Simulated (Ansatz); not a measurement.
What a trial cell of Sr2P relaxes into

Level of theory: DFT PBE, scalar-relativistic, plane waves, PAW (Ansatz 0.2.0).

The start puts Sr2P on the sites of a reported TiSi2 cell (Fddd, No. 70), with P in place of Ti, Sr in place of Si, at a guessed volume.

The final relaxation ran on this input, with the default PAW datasets:

```yaml
crystal:
  lattice:
    - [-3.0249316718, 3.0249316718, 6.6748887528]
    - [3.0249316718, -3.0249316718, 6.6748887528]
    - [3.0249316718, 3.0249316718, -6.6748887528]
  atoms:
    - { symbol: Sr, position: [0.024796189, 0.524796189, 0.5] }
    - { symbol: Sr, position: [0.475203811, 0.975203811, 0.5] }
    - { symbol: Sr, position: [0.725203811, 0.725203811, 0.0] }
    - { symbol: Sr, position: [0.274796189, 0.274796189, 0.0] }
    - { symbol: P, position: [0.25, 0.75, 0.5] }
    - { symbol: P, position: [0.5, 0.5, 0.0] }
basis:
  ecutwfc: 420
kpoints:
  mp_grid: { grid: [10, 10, 10] }
hamiltonian:
  xc: pbe
scf:
  occupations: { method: gaussian, width: 0.1 }
output:
  forces: true
  stress: true
  eigenvalues: true
relax:
  adjacent_minimum: "off"
  f_tol: 0.01
  max_steps: 80
  cell: { stress_tol: 0.05 }
```

Launched as:

```bash
ansatz run input.yaml --threads 1 --pin off --max-ram 2560MiB --backend cpu --events-out ev --progress --plain --runs-dir out
```

The run took 2.5 min on 1 thread of Arm Neoverse V1, on a shared host, peak memory 0.85 GiB.

The program printed at the end:

```
SCF converged after 6 iterations
Free energy (F): -15693.298618 eV
Harris-Foulkes:  -15693.298618 eV  (|F-HF|=1.82e-12)
Internal energy: -15693.272445 eV  (E = F + TS)
E sigma→0 (E₀):  -15693.285532 eV
Entropy (-TS):   -0.026174 eV (-4.362 meV/atom)
Fermi energy:    5.361832 eV
--- Per-component energies (eV) ---
  E_band       = -505.311168
  E_kinetic    = 1115.694687
  E_local      = -3354.926301  (includes V_loc(G=0)·N_el)
  E_nonlocal   = 876.215127
  E_hartree    = 900.747017
  E_xc         = -813.750435
  E_vxc        = -766.240587  (∫ρ·V_xc dr)
  E_paw        = -11917.245939  (= ΣΔE_a)
  E_vpaw       = -177.548218  (= ΣTr[D̂ρ^β])
  E_aug_tail   = 0.000002  (compensation charges beyond the density's cutoff)
  E_ewald      = -2500.006603
  E_smearing   = -0.026174  (= −TS)
  E_closure    = 0.000000  (closes the sum)
  Σ components = -15693.298618   (vs F -15693.298618, Δ=0.00e0)
--- Forces (eV/Å), atoms counted from 1 ---
  atom   1  Sr     0.00000000     0.00000000     0.00144448
  atom   2  Sr     0.00000000     0.00000000    -0.00144448
  atom   3  Sr     0.00000000     0.00000000    -0.00144448
  atom   4  Sr     0.00000000     0.00000000     0.00144448
  atom   5  P      0.00000000     0.00000000     0.00000000
  atom   6  P      0.00000000     0.00000000     0.00000000
  max |Σ_I F_I| component: 2.43e-17 eV/Å
--- Stress (GPa, compression-positive) ---
       -0.010099       0.000000       0.000000
        0.000000      -0.010099       0.000000
        0.000000       0.000000       0.008564
  P = ⅓ Tr σ = -0.0039 GPa (-0.039 kbar)
--- Relaxed structure (2 steps of the walk, 2 accepted, 1 SCFs on fresh bases) ---
  F+E_penalty+E_count = -15693.29861850 eV   max|allowed force component| = 1.444e-3 eV/Å   (the final SCF, on the basis selected at the relaxed cell)
  cell:  # Å, volume = 244.9529 Å³
    - [-3.027067, 3.027067, 6.683110]
    - [3.027067, -3.027067, 6.683110]
    - [3.027067, 3.027067, -6.683110]
  atoms:
    - { symbol: Sr, position: [0.024779, 0.524779, 0.500000] }
    - { symbol: Sr, position: [0.475221, 0.975221, 0.500000] }
    - { symbol: Sr, position: [0.725221, 0.725221, 0.000000] }
    - { symbol: Sr, position: [0.274779, 0.274779, 0.000000] }
    - { symbol: P, position: [0.25, 0.750000, 0.5] }
    - { symbol: P, position: [0.500000, 0.500000, 0.000000] }
```

Absolute energies hang on the potentials; compare differences alone.

The result has space group I4_1/amd (No. 141). Around Sr lie 3 P at 3.01–3.05 Å; P is coordinated by 6 Sr at 3.01–3.05 Å.

Against the elements it lies at -0.84 eV/atom. Energies over the elements count from the elements' standard structures at the same level, with no empirical corrections.

The k mesh leaves about 4 meV/atom of noise in metals.

A structure relaxed within its symmetry needn't be a true minimum.